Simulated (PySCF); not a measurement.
dichloromethane (CH2Cl2), SMILES C(Cl)Cl. Coordinates come from a PBE0-D3(BJ)/def2-TZVP optimisation.

TDDFT-LC-ωPBE/def2-SVPD run with PySCF puts the lowest singlet excitations at 7.34, 7.60, 7.76, 7.97, 8.99, 9.01 eV.

What are the lowest excitation roots from ADC(2)/aug-cc-pVDZ (PySCF)? (An estimate is asked for; the answer gives what the named calculation found.)

7.26, 7.41, 7.93, 7.97, 8.13, 8.40 eV. S1 differs by -0.08 eV (second minus first; roots are paired by order, and the bases may differ).
